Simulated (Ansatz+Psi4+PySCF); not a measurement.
Values are calculated unless marked as measured or tabulated.
A run of Psi4 1.11 on doublet NS at this shape:

```csv
atom,x (Å),y (Å),z (Å)
N,0.0000,0.0000,0.0000
S,-1.0647,0.9901,0.3258
```

Its results:

```
Converged                                                          : yes
Total energy                                                       : -451.94003 hartree
Spin squared of the determinant                                    : 0.750
Occupied orbitals by symmetry in an Abelian subgroup (alpha; beta) : 7 A1 2 B1 3 B2; 7 A1 2 B1 2 B2
```

(1) Which input gives this output? Name the method, the orbitals and the basis set, and write the input.

## Answers

(1) ROHF in cc-pVTZ on N; cc-pV(T+d)Z on S.

```
molecule {
0 2
N 0.000000 0.000000 0.000000
S -1.064700 0.990100 0.325800
}

basis {
assign N cc-pVTZ
assign S cc-pV(T+d)Z
}
set reference rohf
set scf_type pk
energy('scf')
```
